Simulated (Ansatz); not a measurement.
Task: a relaxed scan of one distance of BH₃O₂, SMILES OBO, with the Ansatz DFT code, driven from Python. Give the script and its output. Level of theory (for the species named): B3LYP, def2-SVP basis, multiplicity 1.

```yaml
atoms:
  - { symbol: O, position_ang: [-1.0025, -0.7405, -0.5367] }
  - { symbol: B, position_ang: [0.2835, -0.1621, -0.3177] }
  - { symbol: O, position_ang: [0.8388, -0.2034, 1.0066] }
  - { symbol: H, position_ang: [-1.5833, 0.0843, -0.4054] }
  - { symbol: H, position_ang: [0.9052, 0.2919, -1.2326] }
  - { symbol: H, position_ang: [0.6004, 0.6657, 1.4396] }
```

The script, `relaxed_scan.py`:
```python
"""Relaxed scan of one distance in BH3O2."""

import warnings

import ansatz as az
from ase import Atoms
import numpy as np

warnings.simplefilter("ignore", az.DeckWarning)

atoms = Atoms(["O", "B", "O", "H", "H", "H"], positions=[
    (-1.0025, -0.7405, -0.5367),
    (0.2835, -0.1621, -0.3177),
    (0.8388, -0.2034, 1.0066),
    (-1.5833, 0.0843, -0.4054),
    (0.9052, 0.2919, -1.2326),
    (0.6004, 0.6657, 1.4396),
])
system = az.Crystal.molecule_from_ase(atoms)

calculation = (
    system.calculation()
    .basis(gaussian="def2-SVP")
    .functional("B3LYP")
)
symbols = [site.symbol for site in system.cartesian_sites]
pairs = [(0, 1), (0, 3), (1, 2), (1, 4), (2, 5)]
print("held (A)   E (eV)        ", "  ".join(f"{symbols[i]}{i}-{symbols[j]}{j}" for i, j in pairs))
for length in [1.1, 1.2, 1.29, 1.43, 1.61]:
    report = calculation.relax(constraints=[az.DistanceConstraint((1, 4), at=length)], force_tolerance=0.02, max_steps=60).run(threads=1, backend="cpu").report
    xyz = np.array(report["positions_ang"])
    print(f"{length:6.2f} {report['free_energy_ev']:14.5f}  ", "  ".join(f"{np.linalg.norm(xyz[i] - xyz[j]):.3f}" for i, j in pairs))
```

Running `python relaxed_scan.py` prints:
```text
held (A)   E (eV)         O0-B1  O0-H3  B1-O2  B1-H4  O2-H5
  1.10    -4818.29701   1.357  0.968  1.366  1.100  0.964
  1.20    -4818.38206   1.358  0.963  1.358  1.200  0.963
  1.29    -4818.33091   1.355  0.963  1.355  1.290  0.963
  1.43    -4818.02387   1.351  0.963  1.351  1.430  0.963
  1.61    -4817.44152   1.344  0.963  1.344  1.610  0.963
```

Caveats:
- Total energies depend on the basis set; only differences at equal settings carry meaning.
- The energies are electronic: no zero-point or thermal terms, and the basis set is short of its limit.
- b3lyp holds the VWN-RPA fit, as in Gaussian; the form of ORCA and Turbomole is b3lyp5.
- The script silences the warnings on its input, which a real study should read.
- Finished in 60 s on 1 thread of Arm Neoverse V1, with other jobs on the host, peak memory 0.19 GiB.

(Lines on the test bed's own set-up are left out of the output.)
